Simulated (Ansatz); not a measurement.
Two isomers of C4H6O2: A = `O=CC1(O)CC1`, B = `C=C(O)CC=O`.

Program: Ansatz. Geometries: PBE0-D4/def2-TZVP. ΔE: electronic, gas phase. CCSD(T)/CBS adds triple-zeta CCSD(T) − MP2 to the extrapolated MP2 energy (def2 sets, frozen cores). Functionals use def2-TZVPP. B3LYP here is the variant with VWN-RPA as its local correlation; programs differ in this. Each species was taken in one conformer, which may not be the lowest.

(1) Which is lower in electronic energy at CCSD(T)/CBS, and by how much? (Best estimate.)

(2) Give E(B) − E(A) in kJ/mol with CCSD/def2-TZVPP, CCSD(T)/def2-TZVPP, MP2/def2-TZVPP, ωB97M-V, B3LYP-D4, PBE0-D4, B3LYP. (An estimate is asked.)

Largest T1 diagnostic: 0.014.

## Answers

(1) Ansatz gave: B, by 29.8 kJ/mol.

(2) The calculation gave: CCSD/def2-TZVPP -29.9, CCSD(T)/def2-TZVPP -29.1, MP2/def2-TZVPP -19.0, ωB97M-V -23.7, B3LYP-D4 -34.8, PBE0-D4 -13.9, B3LYP -35.9. None reverses the order clearly.

From PBE to PBE0 (25 % exact exchange), in def2-TZVPP and without D4, E(B) − E(A) moves by +4.2 kJ/mol. In def2-TZVPP, CCSD(T) changes the Hartree–Fock value by +16.3 kJ/mol (the triples alone add +0.8 kJ/mol) and MP2 by +26.3 kJ/mol.
